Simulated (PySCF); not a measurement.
C2F2S.
Bonds: F1–C2, C2–F3, C2–C4 (double), C4–S5 (double).

The same species was optimised twice, with GFN2-xTB and with PBE0-D3(BJ)/def2-SVP (PySCF), and the same property calculations (PySCF, gas phase) were run on both structures.

```json
{"coordinate": "F1–C2 (Å)", "GFN2-xTB": "1.336", "PBE0-D3(BJ)/def2-SVP": "1.313", "change": "-0.023"}
{"coordinate": "C2–F3 (Å)", "GFN2-xTB": "1.336", "PBE0-D3(BJ)/def2-SVP": "1.313", "change": "-0.023"}
{"coordinate": "C2=C4 (Å)", "GFN2-xTB": "1.308", "PBE0-D3(BJ)/def2-SVP": "1.320", "change": "+0.012"}
{"coordinate": "C4=S5 (Å)", "GFN2-xTB": "1.555", "PBE0-D3(BJ)/def2-SVP": "1.560", "change": "+0.005"}
{"coordinate": "F1–C2–F3 (°)", "GFN2-xTB": "111.2", "PBE0-D3(BJ)/def2-SVP": "112.5", "change": "+1.3"}
{"coordinate": "F1–C2–C4 (°)", "GFN2-xTB": "124.4", "PBE0-D3(BJ)/def2-SVP": "123.7", "change": "-0.7"}
{"coordinate": "F3–C2–C4 (°)", "GFN2-xTB": "124.4", "PBE0-D3(BJ)/def2-SVP": "123.8", "change": "-0.6"}
{"coordinate": "C2–C4–S5 (°)", "GFN2-xTB": "180.0", "PBE0-D3(BJ)/def2-SVP": "179.9", "change": "-0.1"}
```

Rotational constants: A = 10949, B = 2119, C = 1775 MHz (GFN2-xTB) against A = 11160, B = 2125, C = 1785 MHz (PBE0-D3(BJ)/def2-SVP). Point groups within 0.08 Å: C2v and C2v.

On the GFN2-xTB structure: lowest singlet, TDDFT (eV) 1.35 [CAM-B3LYP/def2-SVPD]; lowest triplet, Tamm–Dancoff (eV) 0.91 [CAM-B3LYP/def2-SVPD]; isotropic polarisability (au) 48.2 [CAM-B3LYP/def2-SVPD]; HOMO (eV) -8.10 [CAM-B3LYP/def2-SVPD]; LUMO (eV) -2.44 [CAM-B3LYP/def2-SVPD]; dipole (D) 1.10 [CAM-B3LYP/def2-SVPD]; HOMO (eV) -6.73 [PBE0/pcSseg-1]; LUMO (eV) -3.56 [PBE0/pcSseg-1]; dipole (D) 0.85 [PBE0/pcSseg-1]; GIAO shielding of F1/F3 (mean) (ppm) 347.3 [PBE0/pcSseg-1]; GIAO shielding of C2 (ppm) -91.0 [PBE0/pcSseg-1]; GIAO shielding of C4 (ppm) -255.6 [PBE0/pcSseg-1]; GIAO shielding of S5 (ppm) -1123.6 [PBE0/pcSseg-1].

Q: What do these properties become on the PBE0-D3(BJ)/def2-SVP structure?

A: 
| property | level | on GFN2-xTB | on PBE0-D3(BJ)/def2-SVP | change |
| --- | --- | --- | --- | --- |
| lowest singlet, TDDFT (eV) | CAM-B3LYP/def2-SVPD | 1.35 | 1.35 | 0.00 |
| lowest triplet, Tamm–Dancoff (eV) | CAM-B3LYP/def2-SVPD | 0.91 | 0.91 | 0.00 |
| isotropic polarisability (au) | CAM-B3LYP/def2-SVPD | 48.2 | 48.2 | 0.0 |
| HOMO (eV) | CAM-B3LYP/def2-SVPD | -8.10 | -7.96 | +0.14 |
| LUMO (eV) | CAM-B3LYP/def2-SVPD | -2.44 | -2.31 | +0.13 |
| dipole (D) | CAM-B3LYP/def2-SVPD | 1.10 | 0.79 | -0.31 |
| energy, GFN2-xTB geometry as zero (kcal/mol) | CAM-B3LYP/def2-SVPD | 0.0 | -0.2 | -0.2 |
| HOMO (eV) | PBE0/pcSseg-1 | -6.73 | -6.60 | +0.13 |
| LUMO (eV) | PBE0/pcSseg-1 | -3.56 | -3.43 | +0.13 |
| dipole (D) | PBE0/pcSseg-1 | 0.85 | 0.55 | -0.30 |
| energy, GFN2-xTB geometry as zero (kcal/mol) | PBE0/pcSseg-1 | 0.0 | -0.3 | -0.3 |
| GIAO shielding of F1/F3 (mean) (ppm) | PBE0/pcSseg-1 | 347.3 | 346.7 | -0.6 |
| GIAO shielding of C2 (ppm) | PBE0/pcSseg-1 | -91.0 | -77.6 | +13.4 |
| GIAO shielding of C4 (ppm) | PBE0/pcSseg-1 | -255.6 | -269.0 | -13.4 |
| GIAO shielding of S5 (ppm) | PBE0/pcSseg-1 | -1123.6 | -1114.7 | +8.9 |

The heavy atoms differ by 0.012 Å rms after alignment. Among all bonds F1–C2 and C2–F3 change most and about equally (-0.023 Å). Changes are differences of the printed values. Neither structure is proved a minimum here.
